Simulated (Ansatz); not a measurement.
```xyz
8

O    -1.140    0.747    0.131
C    -0.042   -0.031    0.002
O     0.096   -0.854    1.066
O    -0.081   -0.736   -1.152
Cl    1.475    1.105   -0.059
H    -1.063    1.255    0.946
H     0.903   -1.369    0.954
H    -0.148   -0.117   -1.888
```

Charge 0, multiplicity 1.

Question: List the PBE0/def2-TZVPP orbital energies in eV (Ansatz). (An estimate is asked.)

Answer: The calculation gave: Occupied: -2767.02, -523.96, -523.96, -523.96, -284.40, -258.86, -197.18, -196.98, -196.98, -32.49, -29.60, -29.60, -22.87, -19.30, -16.73, -16.73, -14.93, -12.40, -12.40, -11.07, -10.49, -10.49, -9.17, -8.61, -8.61. Lowest empty: 0.21, 0.91, 1.63, 1.63, 5.20, 5.20, 5.57, 6.15.
